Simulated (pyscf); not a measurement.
Structures and frequencies: ωB97X-D3(BJ)/def2-SVP in PySCF. MP2 and CC: frozen core, UHF for open shells. ΔMP2 is the change of the MP2 total energy from the triple- to the quadruple-zeta basis.

**Question.** For H₂N–B(OH)–OH -> O=B–OH + NH₃, an elimination (singlet surface; B–N, H–O broken, H–N formed), PBE/def2-TZVP gives ΔE‡ = 1.92 eV and ΔE = +1.85 eV (zero: the reactant's lowest minimum found). In which direction and how far do B3LYP-D3(BJ)/def2-TZVP, PBE0-D3(BJ)/def2-TZVP, CCSD(T)/def2-TZVPP + ΔMP2(QZVPP) move these?

**Answer.** B3LYP-D3(BJ): ΔE‡ = 2.18 eV, ΔE = +1.89 eV; PBE0-D3(BJ): ΔE‡ = 2.14 eV, ΔE = +2.09 eV; CCSD(T): ΔE‡ = 2.27 eV, ΔE = +1.97 eV. PBE's barrier lies under all of them, by 0.22 to 0.35 eV. Its reaction energy lies under all of them, by 0.04 to 0.24 eV. On the reactant side the descent ends in a point that may be a rotor saddle (no frequency run), 0.14 eV over the lowest minimum found and 2.10 eV under the saddle at ωB97X-D3(BJ)/def2-TZVP. On the product side the descent ends in an adduct with a B–N contact, 0.37 eV under the separated species and 0.58 eV under the saddle at ωB97X-D3(BJ)/def2-TZVP. What is counted as broken (B–N) persists as a longer contact in the product adduct; parting that adduct is a step of its own. This is the saddle that the search found; another between the same sides may lie lower. The CCSD(T) − MP2 part came from Ansatz, without density fitting, on the same reference.
